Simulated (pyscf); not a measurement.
Optimised with ωB97X-D3(BJ)/def2-SVP in PySCF.

Q: HO–Ta(OH)(F)(F)–F (SMILES [OH][Ta]([OH])([F])([F])[F]) -> O=Ta(F)(F)–F (SMILES [O]=[Ta]([F])([F])[F]) + H₂O (SMILES O)
Surface: singlet. Broken: H–O, O–Ta. Formed: H–O. Give ΔE‡ and ΔE from ωB97M-D3(BJ)/def2-TZVP, relative to the reactant's lowest minimum found.

A: ΔE‡ = 1.25 eV, ΔE = +1.21 eV. Zero-point energy shifts the barrier by -0.09 eV. It is an elimination, with an imaginary mode of 1573i cm⁻¹. On the reactant side the descent ends in a point that may be a rotor saddle (no frequency run), 0.05 eV over the lowest minimum found and 1.20 eV under the saddle at ωB97X-D3(BJ)/def2-TZVP. On the product side the descent ends in an adduct with a O–Ta contact, 1.00 eV under the separated species and 0.95 eV under the saddle at ωB97X-D3(BJ)/def2-TZVP. What is counted as broken (O–Ta) persists as a longer contact in the product adduct; parting that adduct is a step of its own. At the saddle there is also a short H–Ta contact that neither side keeps. This is the saddle that the search found; another between the same sides may lie lower. Elements past Kr carry the def2 core potentials, without spin-orbit coupling.
